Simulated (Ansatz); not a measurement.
# La (model structure, started from the beta-Sn type, I4₁/amd, No. 141, 2 atoms in the cell): properties by level of theory

| level (code) | equilibrium lattice constant a (Å) | lattice parameter c (Å) |
|---|---|---|
| PBE (Ansatz) | ? | 3.684 |
| PBEsol (Ansatz) | ? | 3.640 |
| PBE-D3(BJ) (Ansatz) | 6.028 | 3.631 |
| r²SCAN (Ansatz) | 6.158 | 3.715 |

### Question
Some entries are withheld; supply them.

### Answer

- PBE (Ansatz, a program for electronic structure), equilibrium lattice constant a (Å): 6.229
- PBEsol (Ansatz), equilibrium lattice constant a (Å): 5.971

Ansatz's density-functional and Hartree–Fock values are scalar-relativistic unless marked +SOC, with PAW data made under PBE.

Static lattice: no zero-point or thermal effects.

A model structure was made by putting elements into a prototype or built by hand; it is no filed structure, need not be a known phase, and can be a saddle point held by its symmetry.
